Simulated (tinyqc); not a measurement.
Worked calculation: CCD on RHF in the sto-6g basis, for H2O, spin multiplicity 1. One step of it, computed by the program tinyqc.

Question. CCD: starting amplitudes. t_ij^ab = <ij||ab> / (e_i + e_j - e_a - e_b), whose energy is MP2.

orbital energies (hartree): [-20.503842, -1.235891, -0.592667, -0.435013, -0.388545, 0.515617, 0.668229]

Two-electron integrals over orbitals (pq|rs), unique and non-zero (hartree):
```
(11|11) 4.762487    (21|11) -0.433262   (21|21) 0.063649    (22|11) 1.025785
(22|21) -0.015354   (22|22) 0.725049    (31|31) 0.010781    (32|31) 0.016949
(32|32) 0.137959    (33|11) 0.777090    (33|21) -0.004223   (33|22) 0.628082
(33|33) 0.611994    (41|11) 0.174473    (41|21) -0.023353   (41|22) 0.013918
(41|33) 0.005416    (41|41) 0.027432    (42|11) -0.140347   (42|21) 0.008927
(42|22) -0.011489   (42|33) 0.005062    (42|41) 0.019452    (42|42) 0.129240
(43|31) -0.002677   (43|32) 0.025271    (43|43) 0.050061    (44|11) 0.984210
(44|21) -0.012274   (44|22) 0.677087    (44|33) 0.583944    (44|41) -0.010682
(44|42) -0.102362   (44|44) 0.754840    (51|51) 0.026687    (52|51) 0.032776
(52|52) 0.148153    (53|53) 0.027358    (54|51) -0.012218   (54|52) -0.043909
(54|54) 0.051767    (55|11) 1.117089    (55|21) -0.011409   (55|22) 0.752682
(55|33) 0.613756    (55|41) 0.004299    (55|42) -0.072792   (55|44) 0.717388
(55|55) 0.880663    (61|11) -0.234694   (61|21) 0.036676    (61|22) -0.002967
(61|33) 0.000195    (61|41) 0.000012    (61|42) 0.020516    (61|44) -0.017098
(61|55) -0.005660   (61|61) 0.030786    (62|11) 0.299972    (62|21) -0.007569
(62|22) 0.138498    (62|33) 0.068886    (62|41) 0.018608    (62|42) 0.026277
(62|44) 0.081816    (62|55) 0.152651    (62|61) 0.006792    (62|62) 0.098142
(63|31) 0.002647    (63|32) -0.043438   (63|43) -0.034360   (63|63) 0.077901
(64|11) 0.233995    (64|21) -0.002020   (64|22) 0.109442    (64|33) 0.043797
(64|41) 0.002494    (64|42) -0.032966   (64|44) 0.125023    (64|55) 0.128368
(64|61) 0.000268    (64|62) 0.063414    (64|64) 0.077728    (65|51) 0.014830
(65|52) 0.056531    (65|54) 0.001793    (65|65) 0.036346    (66|11) 0.785403
(66|21) -0.007542   (66|22) 0.597803    (66|33) 0.558229    (66|41) 0.019692
(66|42) 0.055375    (66|44) 0.543729    (66|55) 0.578011    (66|61) 0.007791
(66|62) 0.091610    (66|64) 0.046238    (66|66) 0.586194    (71|31) 0.015274
(71|32) 0.022620    (71|43) -0.003944   (71|63) 0.003371    (71|71) 0.021680
(72|31) 0.014421    (72|32) 0.049112    (72|43) -0.030459   (72|63) 0.032249
(72|71) 0.019450    (72|72) 0.065540    (73|11) 0.369200    (73|21) -0.006923
(73|22) 0.155344    (73|33) 0.090304    (73|41) -0.000578   (73|42) -0.073599
(73|44) 0.156924    (73|55) 0.197313    (73|61) -0.005918   (73|62) 0.074832
(73|64) 0.085821    (73|66) 0.040066    (73|73) 0.154118    (74|31) -0.008582
(74|32) -0.072930   (74|43) -0.004236   (74|63) 0.050382    (74|71) -0.011951
(74|72) -0.017546   (74|74) 0.067333    (75|53) 0.023934    (75|75) 0.025174
(76|31) 0.008754    (76|32) 0.095549    (76|43) 0.055132    (76|63) -0.071081
(76|71) 0.011807    (76|72) -0.004617   (76|74) -0.058857   (76|76) 0.118644
(77|11) 0.864459    (77|21) -0.009082   (77|22) 0.619072    (77|33) 0.596998
(77|41) 0.003546    (77|42) -0.018508   (77|44) 0.598918    (77|55) 0.621088
(77|61) -0.004644   (77|62) 0.067447    (77|64) 0.046197    (77|66) 0.557358
(77|73) 0.099370    (77|77) 0.611666
```

Give: Starting amplitudes; correlation energy.

Answer.

Starting amplitudes (spin orbitals 1a, 1b, ...; amplitudes related by a flip of all spins are not repeated; the 24 largest):
```
from      to          t
3a 3b  7a 7b    -0.0611
4a 4b  6a 6b    -0.0409
3a 4b  6b 7a     0.0388
3a 3b  6a 6b    -0.0351
4a 4b  7a 7b    -0.0305
2a 2b  6a 6b    -0.0280
2a 3b  6a 7b    -0.0248
2a 4b  6a 6b    -0.0235
3a 4b  6a 7b    -0.0228
5a 5b  6a 6b    -0.0201
2a 2b  7a 7b    -0.0172
3a 4a  6a 7a     0.0160
2a 3a  6a 7a    -0.0141
5a 5b  7a 7b    -0.0119
2a 3b  6b 7a     0.0107
2a 4b  7a 7b     0.0058
1a 2b  7a 7b    -0.0008
1a 1b  6a 6b    -0.0007
1a 4b  7a 7b     0.0005
1a 1b  7a 7b    -0.0005
1a 3a  6a 7a   4.17e-04
1a 2b  6a 6b  -2.98e-04
1a 3b  6a 7b   2.66e-04
1a 3b  6b 7a   1.51e-04
```

correlation energy = -0.041278 hartree
